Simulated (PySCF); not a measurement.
Input for PySCF: R-B3LYP/6-311+G** on C2H10N2 (a complex).

```python
from pyscf import gto, scf, dft, mp
from pyscf.data.elements import chemcore

mol = gto.M(
    atom='''
    N    -2.72893730    0.41683426   -0.75040418
    H    -1.90034230   -0.16801874   -0.80074618
    H    -3.39076530    0.02717526   -1.40864018
    C    -3.28895530    0.33731726    0.59697482
    H    -4.18303430    0.95516326    0.65819482
    H    -3.55304230   -0.66992574    0.93447982
    H    -2.57057230    0.74459326    1.30611482
    N     2.89997270   -0.91032574   -0.35999518
    H     3.19624070   -0.63578774   -1.28798018
    H     3.52352170   -1.65801574   -0.08480018
    C     3.06020270    0.22488526    0.55367982
    H     2.79001170   -0.08981074    1.55933282
    H     4.06761270    0.64666126    0.59065182
    H     2.36766170    1.01066026    0.26102282
    ''',
    basis='6-311+g**',
    charge=0, spin=0, verbose=3, max_memory=1800)
mf = dft.RKS(mol, xc='b3lyp')
mf.conv_tol = 1e-8
mf.max_cycle = 100
mf.kernel()
if not mf.converged:
    mf = mf.newton().run(mf.mo_coeff, mf.mo_occ)
```

Program output:

```
converged SCF energy = -191.787584132644
```

The run converged.

Cost: roughly 16 core-seconds.
